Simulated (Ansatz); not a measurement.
A made-up structure of CH7NSi, singlet:

N1  (-1.312, 0.539, -0.529)
C2  (0.138, 0.590, -0.374)
Si3  (0.708, -0.751, 0.820)
H4  (-1.601, -0.341, -0.937)
H5  (-1.642, 1.274, -1.142)
H6  (0.949, -0.894, 2.212)
H7  (0.710, 0.512, -1.312)
H8  (0.215, -2.075, 0.346)
H9  (0.178, -0.508, 2.186)
H10  (2.195, -0.790, 0.870)
(Å)

It is relaxed with PBE-D4/def2-SVP and then PBE0-D4/def2-TZVP (Ansatz 0.2.0). Atoms count as bonded within 1.22 times the sum of their covalent radii (H–H: 0.88 Å). The end point is not checked to be a true minimum.

Q: Does its bonding change? (A judgement: the text doesn't fix the answer.)

A: By the calculation: Yes. Formed: none; broken: Si3–H6, Si3–H9.

Where it ends: The first stage lowers the energy by 4.49 eV in 29 steps. It ends as a complex of CH₅NSi ([NH2][CH][SiH2]) + H₂:
N1  (-1.026, 0.504, -0.336)
C2  (0.254, 0.209, -0.618)
Si3  (1.110, -1.354, -0.615)
H4  (-1.621, -0.176, 0.104)
H5  (-1.479, 1.314, -0.720)
H6  (-0.533, -0.217, 2.958)
H7  (0.784, 1.035, -1.091)
H8  (0.527, -2.289, 0.392)
H9  (-0.028, -0.389, 2.434)
H10  (2.550, -1.083, -0.364)
(Å)

Labels in which every atom is bracketed show which atoms are joined, not bond orders.

For scale, one of the runs: PBE0-D4/def2-TZVP relaxation, 141 basis functions, launched by `ansatz run in.yaml --threads 2 --pin off --events-out ev --progress --plain --max-ram 4352MiB`. Hardware: 2 CPU threads of an Arm Neoverse V2, shared host. Wall time about 50 s.
